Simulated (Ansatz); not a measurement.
The end point of a relaxation of Au. Space group Fm-3m (No. 225), fcc (Cu type). Calculation: PBEsol (plane waves to 420 eV, PAW, scalar-relativistic; Ansatz, an electronic-structure program).

Space group Fm-3m (No. 225); a = b = c = 4.0829 Å, α = β = γ = 90.00°

| atom | site | symmetry | x | y | z |
|---|---|---|---|---|---|
| Au | 4a | m-3m | 0.0000 | 0.0000 | 0.0000 |
(The calculation used a cell of 1 atom; values per cell refer to that cell.)

```json
{
  "volume_per_atom": "17.01 Å³",
  "density": "19.22 g/cm³",
  "band_gap": "no gap (metallic)",
  "shortest_distances": "Au–Au 2.89 Å",
  "k-mesh": "22×22×22"
}
```

No spin polarisation in the result.

Measured for Au: a 4.062 Å (static lattice; corrected from measurement; as listed in Daniel Mejia-Rodriguez, S. B. Trickey, Phys. Rev. B (2018)). Computed minus measured — a: PBEsol +0.5 %. The computed values are for a static lattice.

The run could not lose the symmetry of its start.

It was reached from a disturbed copy of a Fd-3m (No. 227) cell (diamond type), against which it lies -0.94 eV/atom.
